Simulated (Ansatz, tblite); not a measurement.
# The cluster Rb₃+: a ladder of methods and basis sets

The task here is to estimate one member of a computed series from the others.

The runs use Ansatz 0.2.0, Gaussian basis; as each input shows.

Levels to be run: GFN1-xTB, GFN2-xTB, PBE/def2-TZVP, r2SCAN/def2-TZVP, HSE06/def2-TZVP, B3LYP/def2-TZVP, HF/def2-TZVP, B2PLYP/def2-TZVP, ωB97M-V/def2-TZVP, PBE/def2-SVP, PBE0/def2-SVP, CCSD(T)/def2-TZVPP, MP2/def2-TZVP, RPA/def2-TZVP.

6 further runs of the same task are left out: 3 that didn't finish, 3 set aside as unsound or not needed. Runs told in other sessions of the task aren't counted.

**The structure**

The singlet was relaxed beforehand with B3LYP/def2-TZVP. At that level it is the lowest of the isomers that a small search found.

3 atoms, charge 1, spin multiplicity 1.

Bond lengths: Rb1–Rb2 4.740 Å, Rb1–Rb3 4.740 Å, Rb2–Rb3 4.740 Å. Angles: Rb2–Rb1–Rb3 60.0°, Rb1–Rb2–Rb3 60.0°, Rb1–Rb3–Rb2 60.0°.

Rb takes a core potential in the def2 sets. No spin-orbit coupling is included. The ion is computed in the gas phase, without counter-ions or solvent.

PBE0/def2-TZVP was run before; its log isn't repeated, and its numbers join the tables.

Set-up of the first run:

Tight binding, by tblite at 300 K electronic temperature and without a spin-polarisation term:

```python
tblite.interface.Calculator('GFN1-xTB', numbers, positions, charge=1, uhf=0).singlepoint()
```

Tight binding, by tblite at 300 K electronic temperature and without a spin-polarisation term:

```python
tblite.interface.Calculator('GFN2-xTB', numbers, positions, charge=1, uhf=0).singlepoint()
```

start.molden holds the orbitals of an earlier run on this state, given as this run's starting guess.

Input file in.yaml:

```yaml
crystal:
  periodic: [false, false, false]
  atoms:
    - {symbol: Rb, position_ang: [0.351165, -1.074078, -2.492515]}
    - {symbol: Rb, position_ang: [-0.671413, 2.639405, 0.270631]}
    - {symbol: Rb, position_ang: [0.320248, -1.565327, 2.221884]}
basis:
  gaussian: {orbitals: def2-TZVP, initial_orbitals: start.molden}
total_charge: 1
hamiltonian: {xc: pbe}
scf: {omitted_lower_state_checks: [starts]}
output: {orbitals: {seedname: orbitals}}
```

The run is started by

```bash
> ansatz run in.yaml --threads 4 --pin off --events-out ev --progress --plain --max-ram 3916MiB
```

Among the steps run: PBE/def2-TZVP; r2SCAN/def2-TZVP; HSE06/def2-TZVP; B3LYP/def2-TZVP; HF/def2-TZVP; B2PLYP/def2-TZVP; ωB97M-V/def2-TZVP; PBE/def2-SVP; PBE0/def2-SVP; CCSD(T)/def2-TZVPP; MP2/def2-TZVP; RPA/def2-TZVP.

One of the session's tables, all rows but one given; the rest of the session is left out.

| level | HOMO (eV) | LUMO (eV) | gap (eV) |
| --- | --- | --- | --- |
| HF/def2-TZVP | ? | ? | ? |
| PBE/def2-SVP | -5.76 | -4.56 | 1.21 |
| PBE/def2-TZVP | -5.73 | -4.54 | 1.18 |
| r2SCAN/def2-TZVP | -5.53 | -4.16 | 1.37 |
| B3LYP/def2-TZVP | -6.03 | -4.27 | 1.76 |
| PBE0/def2-SVP | -6.09 | -4.06 | 2.03 |
| PBE0/def2-TZVP | -6.05 | -4.04 | 2.01 |
| HSE06/def2-TZVP | -5.75 | -4.36 | 1.39 |
| ωB97M-V/def2-TZVP | -7.06 | -3.10 | 3.96 |

Estimate the missing values for HF/def2-TZVP.

**Answer.** HOMO (eV): -6.58; LUMO (eV): -2.49; gap (eV): 4.10. In the column «HOMO (eV)» it lies between ωB97M-V/def2-TZVP (-7.06) and PBE0/def2-SVP (-6.09).
